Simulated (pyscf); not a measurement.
Thermochemistry of product channels of Cl–C(Cl)(Cl)–Cl (SMILES ClC(Cl)(Cl)Cl) + F• (SMILES [F]) on the doublet surface, in eV, from CCSD(T)/def2-TZVPP + ΔMP2(QZVPP) energies (ideal gas, 1 atm, RRHO with modes under 100 cm⁻¹ raised to 100, one conformer, R ln 2 for chiral ones without a mode under 150 cm⁻¹). PySCF, gas phase, ωB97X-D3(BJ)/def2-SVP geometries. MP2 and CC: frozen core, UHF for open shells. ΔMP2 is the change of the MP2 total energy from the triple- to the quadruple-zeta basis.

```csv
products,ΔE,ΔH(298 K),ΔG(900 K),ΔG(1200 K)
Cl• (SMILES [Cl]) + F–C(Cl)(Cl)–Cl (SMILES FC(Cl)(Cl)Cl),-1.61,-1.58,-1.63,-1.65
Cl–Cl (SMILES ClCl) + F–C•(Cl)–Cl (SMILES F[C](Cl)Cl),-0.79,-0.79,-1.33,-1.48
```

These are energies of the channels, which say nothing of barriers. The CCSD(T) − MP2 part came from Ansatz, without density fitting, on the same reference. Left out: orbital degeneracy and the spin-orbit lowering of Cl, F.
